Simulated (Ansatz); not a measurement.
**Dissociation curves of OF2 (SMILES FOF)**

The species is OF2 (3 atoms), meant as a singlet with charge 0. As SMILES, `FOF`. Geometry: relaxed at PBE0-D4/def2-TZVP.

```xyz
3

F     0.9533   -0.3400    0.4883
O     0.0005    0.5639    0.0620
F    -0.9538   -0.2240   -0.5503
```

The F1–O2 distance is scanned; the parts on either side stay rigid. Basis STO-3G, 3 core orbitals frozen in the correlated methods; program Ansatz 0.2.0. FCI is exact within this basis and core. Energies in eV from each method's value at 1.381 Å; methods without a U are spin-restricted; a dash marks a point that is missing or didn't converge. The shape above is that at 1.381 Å.

| distance (Å) | revPBE | MP2 | BCCD(T) | CCSDT(Q) | FCI |
| --- | --- | --- | --- | --- | --- |
| 1.366 | 0.11 | 0.06 | 0.10 | 0.10 | 0.10 |
| 1.381 | 0.00 | 0.00 | 0.00 | 0.00 | 0.00 |
| 1.707 | 0.78 | 1.44 | 0.71 | 0.70 | 0.69 |
| 1.726 | 0.84 | 1.53 | 0.74 | 0.73 | 0.72 |
| 2.048 | 2.41 | 2.92 | 1.45 | 1.45 | 1.44 |
| 2.071 | 2.49 | 2.96 | 1.47 | 1.46 | 1.46 |
| 2.731 | 4.24 | 1.93 | 1.64 | 1.73 | 1.74 |
| 2.761 | 4.27 | 1.81 | – | 1.72 | 1.73 |
| 3.414 | 4.62 | -1.15 | – | – | 1.75 |
| 3.452 | 4.62 | -1.34 | – | 1.72 | 1.74 |

Departure from the FCI curve at its largest: revPBE +2.89 eV at 3.45 Å; MP2 -3.08 eV at 3.45 Å; BCCD(T) -0.10 eV at 2.73 Å; CCSDT(Q) -0.02 eV at 3.45 Å. The curve of MP2 turns over, which the reference doesn't. Restricted functionals keep the electrons paired too, and rise too high.
